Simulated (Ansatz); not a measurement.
## C₃H₆OS, SMILES CCSC=O: a single point in a Gaussian basis

Program: the Ansatz DFT code, driven from Python.

Script `energy.py`:
```python
"""Single point of C3H6OS."""

import ansatz as az
from ase import Atoms
import numpy as np

BASIS_SET = "def2-TZVP"
XC = "r2SCAN"


def main() -> None:
    atoms = Atoms(["C", "C", "S", "C", "O", "H", "H", "H", "H", "H", "H"], positions=[
        [0.1064, -0.246, 1.3882],
        [0.5079, 0.7396, 0.2749],
        [1.0007, -0.1629, -1.2228],
        [-0.4547, -0.5495, -1.9088],
        [-1.5882, -0.1573, -1.4717],
        [-0.2147, 0.3894, 2.2667],
        [0.8825, -0.8927, 1.6667],
        [-0.7809, -0.7678, 1.0744],
        [1.3786, 1.3324, 0.6731],
        [-0.2703, 1.4668, 0.0538],
        [-0.502, -1.2088, -2.7738],
    ])
    mol = az.Crystal.molecule_from_ase(atoms)

    base = (
        mol.calculation()
        .basis(gaussian=BASIS_SET)
        .functional(XC)
        .forces()  # minus the gradient of the free energy
    )
    result = base.run()
    rep = result.report

    print("reference energy %16.6f eV" % rep["reference_energy_ev"])
    print("total energy     %16.6f eV" % rep["free_energy_ev"])
    print("occupied orbitals outside the frozen core (up, down):", rep["n_occupied"], " frozen:", rep["n_frozen"], " virtual:", rep["n_virtual"])

    field = rep["mean_field"]
    print("<S^2> =", round(abs(field["state"]["spin_squared"]), 4), " all-electron relativity setting:", field["relativity"])
    print("passes:", field["passes"])
    if "symmetry" in field:
        print("occupied orbitals by irrep:", field["symmetry"]["occupied"])

    symbols = [site.symbol for site in mol.cartesian_sites]
    forces = np.array(rep["forces_ev_ang"])
    print("largest force", round(float(np.linalg.norm(forces, axis=1).max()), 4), "eV/A, rms", round(float(np.sqrt((forces ** 2).mean())), 4))

    charges = rep["charge_distribution"]
    print("dipole moment", round(4.803205 * float(np.linalg.norm(charges["dipole_moment_e_ang"])), 3), "D")
    print("Mulliken:", [(s, round(q, 3)) for s, q in zip(symbols, charges["mulliken_charges_e"])])


if __name__ == "__main__":
    main()
```

`python energy.py` gives:
```text
reference energy    -16089.614822 eV
total energy        -16089.614822 eV
occupied orbitals outside the frozen core (up, down): [24, 24]  frozen: 0  virtual: [173, 173]
<S^2> = 0.0  all-electron relativity setting: none
passes: {'evaluations': 19, 'products': 14}
occupied orbitals by irrep: [{'A': 24}, {'A': 24}]
largest force 5.8972 eV/A, rms 1.4409
dipole moment 2.344 D
Mulliken: [('C', -0.344), ('C', -0.122), ('S', 0.016), ('C', 0.128), ('O', -0.412), ('H', 0.104), ('H', 0.118), ('H', 0.143), ('H', 0.117), ('H', 0.138), ('H', 0.114)]
```

Caveats:
- Total energies depend on the basis set; only differences at equal settings carry meaning.
- The geometry is a force-field or estimated start, not a minimum of this method, and the basis set is short of its limit.
- Wall time of the script: 12 s on 1 thread of Arm Neoverse V2 (shared host), peak memory 0.32 GiB.
